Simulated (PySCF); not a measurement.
C4H4O2.
Geometry (PBE0-D3(BJ)/def2-SVP, Å), atoms numbered from 1 in this order:
```
atom  x, y, z in Å
O1     1.1841   -0.4909   -1.3097
C2     1.0347   -0.0861   -0.1851
O3     2.0616    0.1827    0.6333
C4    -0.2834    0.1764    0.4681
C5    -1.4662   -0.6408    0.0281
C6    -1.4399    0.5736   -0.4064
H7     2.8670   -0.0153    0.1313
H8    -0.2054    0.5447    1.5007
H9    -1.9128   -1.6284    0.0898
H10   -1.8515    1.3918   -0.9894
```

Computed with delta-SCF UKS SCAN, pcX-2 on the ionised atom, pcseg-1 elsewhere, spin-free X2C (PySCF). Every row has its own mixed basis.

```
ionised atom  basis functions  E(ground) (Eh)  E(ionised) (Eh)
          C2              135      -305.20906       -294.38435
          C4              135      -305.20333       -294.48531
          C5              135      -305.20427       -294.49647
          O1              135      -305.22708       -285.47091
          O3              135      -305.22828       -285.38688
```

Task: What are the 1s binding energies?

Result: E(ionised) − E(ground), at 27.2114 eV a hartree:

```
atom                    environment  difference (Eh)  binding energy (eV)
  C2         carboxylic acid carbon         10.82471               294.56
  C4  sp3 carbon next to a carbonyl         10.71802               291.65
  C5               alkene CH carbon         10.70780               291.37
  O1           acid carbonyl oxygen         19.75617               537.59
  O3           acid hydroxyl oxygen         19.84140               539.91
```

Task: How much do the ground-state energies differ, and what would follow from using one of them for all holes?

Result: They run from -305.2283 Eh (core basis on O3) to -305.2033 Eh (on C4), 0.0250 Eh or 0.68 eV apart, though the state is the same; only basis and grid differ. Pairing the ion of C4 with the ground state of O3 would put its binding energy 0.68 eV too high.

Only 1s holes are shown. The first atom of each set that the bonding makes equivalent was ionised and stands for the set. Geometry: PBE0-D3(BJ)/def2-SVP, one conformer, isolated molecule.
